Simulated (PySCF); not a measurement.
## Electrostatic potential from atomic charges

Species: n-BuOMe, `CCCCOC`. Coordinates (GFN2-xTB, Å) and charges (e) from the PBE0/pcSseg-1 density (PySCF):

```csv
atom,x,y,z,Mulliken,IAO,Hirshfeld,ESP-fitted
C1,-2.316,1.063,-0.518,-0.2581,-0.4161,-0.1183,-0.4165
C2,-1.276,0.087,0.017,-0.2789,-0.2481,-0.0684,+0.3270
C3,-0.281,-0.333,-1.062,-0.2859,-0.2708,-0.0760,-0.0852
C4,0.781,-1.291,-0.515,+0.0730,-0.0477,+0.0032,-0.0838
O5,1.545,-0.773,0.550,-0.5177,-0.3937,-0.1442,-0.3463
C6,2.468,0.220,0.182,-0.0280,-0.2008,-0.0417,-0.0689
H7,-2.880,0.610,-1.331,+0.1044,+0.1335,+0.0365,+0.0870
H8,-3.012,1.348,0.267,+0.1150,+0.1405,+0.0398,+0.0881
H9,-1.839,1.965,-0.897,+0.1048,+0.1340,+0.0371,+0.0922
H10,-0.728,0.546,0.843,+0.1270,+0.1382,+0.0330,-0.0363
H11,-1.775,-0.802,0.408,+0.1118,+0.1277,+0.0357,-0.0467
H12,-0.806,-0.840,-1.875,+0.1150,+0.1331,+0.0401,+0.0248
H13,0.201,0.553,-1.480,+0.1141,+0.1242,+0.0323,+0.0352
H14,0.294,-2.178,-0.100,+0.1118,+0.1437,+0.0419,+0.0985
H15,1.448,-1.606,-1.334,+0.0962,+0.1095,+0.0297,+0.0880
H16,3.087,0.402,1.059,+0.1194,+0.1570,+0.0493,+0.0985
H17,1.977,1.155,-0.109,+0.0912,+0.1181,+0.0346,+0.0765
H18,3.103,-0.118,-0.646,+0.0849,+0.1177,+0.0351,+0.0681
```

Points outside the species (Å): A (1.0, 2.3, -8.2); B (-1.5, -4.2, -3.0); C (-4.8, -2.1, 2.1); D (4.3, -0.2, -3.9); E (-3.3, 0.2, 3.4).

**Question.** Find the potential V = 14.3996 V·Å × Σ q/r of each set of charges at these points.

**Answer.** In volts:

```json
{"point": "A", "nearest atom": "H13", "distance (Å)": "6.99", "Mulliken": "+0.062", "IAO": "+0.051", "Hirshfeld": "+0.017", "ESP-fitted": "+0.042"}
{"point": "B", "nearest atom": "H12", "distance (Å)": "3.61", "Mulliken": "+0.073", "IAO": "+0.098", "Hirshfeld": "+0.035", "ESP-fitted": "+0.075"}
{"point": "C", "nearest atom": "H11", "distance (Å)": "3.70", "Mulliken": "-0.062", "IAO": "-0.046", "Hirshfeld": "-0.023", "ESP-fitted": "-0.022"}
{"point": "D", "nearest atom": "H18", "distance (Å)": "3.47", "Mulliken": "+0.161", "IAO": "+0.140", "Hirshfeld": "+0.054", "ESP-fitted": "+0.107"}
{"point": "E", "nearest atom": "H8", "distance (Å)": "3.35", "Mulliken": "-0.125", "IAO": "-0.110", "Hirshfeld": "-0.049", "ESP-fitted": "-0.044"}
```

**Question.** How far are the other sets from the ESP-fitted one at these points?

**Answer.** Root-mean-square difference: Hirshfeld 0.032 V, IAO 0.036 V, Mulliken 0.048 V. The ESP scheme is a least-squares fit of atom-centred charges to the potential on four shells outside the van der Waals surface, with the total charge fixed.

**Question.** What energy would a point charge of +2 e have at D in the field of the ESP charges, leaving out polarisation?

**Answer.** +0.214 eV = +20.6 kJ/mol, a repulsion.

Isolated species at its GFN2-xTB geometry (one conformer only).

The run behind these numbers computed NMR shieldings as well. Time: 21 s. Hardware: one thread, Arm Neoverse V1, on a shared host.

Shape of the structure used: `[CH3:1][CH2:2][CH2:3][CH2:4][O:5][CH3:6]`: C1–C2–C3–C4 179°, C2–C3–C4–O5 -59°, C3–C4–O5–C6 -72°.
